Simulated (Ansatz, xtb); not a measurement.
C2H3Na: which of two structures lies lower

Structure a: a singlet given by its coordinates. Structure b: `C[C][Na]`, a triplet. Both are gas-phase species (loosely bound parts included), relaxed with B3LYP-D3(BJ)/def2-SVP.

a (Å):

```xyz
6

C    -0.0956   -1.7566    0.5606
C    -0.2802   -1.8403   -0.6336
Na    0.0511    1.0297   -0.2762
H     0.2075    2.9109   -0.4516
H     0.0658   -1.7123    1.6241
H    -0.4467   -1.9445   -1.6921
```

Close contacts (Å): C1–C2 1.21, C1–Na3 2.91, C2–Na3 2.91, C1–H5 1.08, C2–H6 1.08, Na3–H4 1.90.

b (Å):

```yaml
atoms:
  - { symbol: C, position_ang: [-0.9389, 1.2960, -1.2393] }
  - { symbol: C, position_ang: [0.2354, 1.3956, -0.3428] }
  - { symbol: Na, position_ang: [1.9665, 1.5430, 0.9770] }
  - { symbol: H, position_ang: [-1.2599, 2.2834, -1.6409] }
  - { symbol: H, position_ang: [-1.8326, 0.8663, -0.7332] }
  - { symbol: H, position_ang: [-0.7503, 0.6512, -2.1270] }
```

Problem. Estimate E(b) − E(a) at the level CCSD(T)/def2-TZVPP.

Solution. Calculated at CCSD(T)/def2-TZVPP: E(b) − E(a) = +0.743 eV, so structure a lies lower.

The same difference at several levels:

| level | geometry | E(b) − E(a) (eV) | departure from the last row (eV) | job, with rough time for the two |
| --- | --- | --- | --- | --- |
| B3LYP-D3(BJ)/def2-SVP | B3LYP-D3(BJ)/def2-SVP | +0.667 | −0.076 | optimisation, 35 s |
| HF/def2-TZVPP | B3LYP-D3(BJ)/def2-SVP | −0.160 | −0.903 | part of the CCSD(T) run |
| MP2/def2-TZVPP | B3LYP-D3(BJ)/def2-SVP | +0.859 | +0.116 | part of the CCSD(T) run |
| CCSD(T)/def2-TZVPP | B3LYP-D3(BJ)/def2-SVP | +0.743 |  | single point, 2.6 min |

HF/def2-TZVPP puts the two in the other order. The largest departure from CCSD(T)/def2-TZVPP is that of HF/def2-TZVPP, 0.903 eV. Levels run at GFN2-xTB geometries aren't shown. The triplet state of b needn't be its ground state.

With harmonic frequencies from B3LYP-D3(BJ)/def2-SVP (ideal gas, rigid rotor, one conformer each, 298.15 K, 1 atm): on the last row, ΔE + ΔZPE = +0.927 eV. A mode under 50 cm⁻¹ makes harmonic enthalpies and free energies unreliable, so none is given.

Open shells are spin-unrestricted. The correlated steps freeze 3 core orbitals; the last core shell of Na is correlated, in a basis made for valence electrons. ΔG holds the spin degeneracy. Codes used: Ansatz 0.2.0; the last row on 1 thread of Arm Neoverse V1 on a shared host.
